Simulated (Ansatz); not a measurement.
Take TiSe$_{2}$ in the CdI2 type structure (space group P-3m1, No. 164; a = 3.481 Å, c = 5.872 Å; layered, stacked along the Cartesian z axis) as the base.

The values are results of PBE-D3(BJ)/PAW in Ansatz (a first-principles code), without spin-orbit coupling, not measurements.

Perturbation: S takes the place of Se on all its sites; the structure is relaxed again.

Measured lattice parameter a: TiSe2 3.536 Å (temperature not stated; as listed in Torbjörn Björkman, The Journal of Chemical Physics (2014)); TiS2 3.4073 Å (temperature not stated; as listed in R.R. Chianelli, J.C. Scanlon, A.H. Thompson, Materials Research Bulletin (1975)).

Problem. How well does PBE-D3(BJ) reproduce the measured shift?

Solution. With PBE-D3(BJ) the lattice parameter a moves by -0.120 Å (3.481 → 3.361) against -0.129 Å measured.

No phonon test of stability was made. All final runs are without spin polarisation.
